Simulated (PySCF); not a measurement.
**Relaxation of triplet Si2H2**

These are results of UPBE0 in PySCF with Si def2-TZVP, H def2-TZVP; no relativity; density-fitted integrals, not measurements. A (50,194) grid was used.

A hand-made linear X-M-M-X start, of D∞h symmetry, held to at least that symmetry:

```xyz
4
charge 0 multiplicity 3, angstrom
Si    0.0000    0.0000    1.1600
Si    0.0000    0.0000   -1.1600
H     0.0000    0.0000    2.6400
H     0.0000    0.0000   -2.6400
```

(1) What does it relax to?

(2) How much energy is released, and in how many steps?

## Answers

(1) It ends at D∞h with Si–H 1.564 Å (×2), Si–Si 2.181 Å; H–Si–Si 180.0° (×2). A frequency run shows 3 imaginary modes, down to 1114i cm⁻¹, so it is a higher-order saddle point. Other isomers or separated fragments may lie lower.

(2) 19.1 kJ/mol in 4 steps.

At this level a singlet minimum of C2v symmetry lies 298 kJ/mol below this structure.

The relaxation took 3.7 s on 4 threads of a shared Arm Neoverse V1 host, with 86 basis functions and 5 gradients; the process peaked at 0.56 GiB. Launch command: `OMP_NUM_THREADS=4 python axn.py task.json out`.
